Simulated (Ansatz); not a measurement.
`[F][Na]` + H₂O → `[OH][Na]` + H–F at 600 K and 1 bar (formal hydrolysis of the Na–F bond).

Program: Ansatz. Geometries: PBE0-D4/def2-TZVP. ΔE: electronic, gas phase. CBS: MP2 limit from def2 TZ/QZ plus the TZ coupled-cluster correction, frozen cores. This one scheme is used for every species. For Na outer-core shells are correlated without core-valence functions, which leaves a few kJ/mol of doubt a bond.

```
   species  CCSD(T)/CBS energy (Eh)  H − E (kJ/mol)  S (J/(mol·K))
 `[F][Na]`               -261.92403            23.1          242.1
       H₂O                -76.37941            76.8          212.8
`[OH][Na]`               -237.87975            57.3          271.8
       H–F               -100.39570            42.3          194.0
```

H − E and S are ideal-gas, rigid-rotor, harmonic terms from PBE0-D4/def2-TZVP. 1 Eh = 2625.50 kJ/mol, R = 8.31446 J/(mol·K).

**Question.** By hand: ΔE, ΔH, ΔS and ΔG.

**Answer.** ΔE = (-237.87975) + (-100.39570) − (-261.92403) − (-76.37941) = 0.02799 Eh = 73.5 kJ/mol. Δ(H − E) = 57.3 + 42.3 − 23.1 − 76.8 = -0.3, so ΔH = 73.2 kJ/mol. ΔS = 271.8 + 194.0 − 242.1 − 212.8 = 10.9 J/(mol·K). ΔG = 73.2 − 600 × (10.9)/1000 = 66.7 kJ/mol.

**Question.** By hand: the equilibrium constant, and the temperature at which ΔG would vanish if ΔH and ΔS stayed fixed.

**Answer.** log₁₀ K = −ΔG/(RT ln 10) = -5.8. ΔG = 0 at ΔH/ΔS = 6716 K, far beyond where these terms or the molecules hold.

The number of gas molecules stays the same, so ΔS is small and ΔH decides. A doubt of 5 kJ/mol in ΔE shifts log₁₀ K by 0.4 here. These are equilibria of isolated gas molecules and say nothing of rates. Largest T1 diagnostic: 0.013 (customary marks: 0.02 for closed shells, 0.045 for open ones).
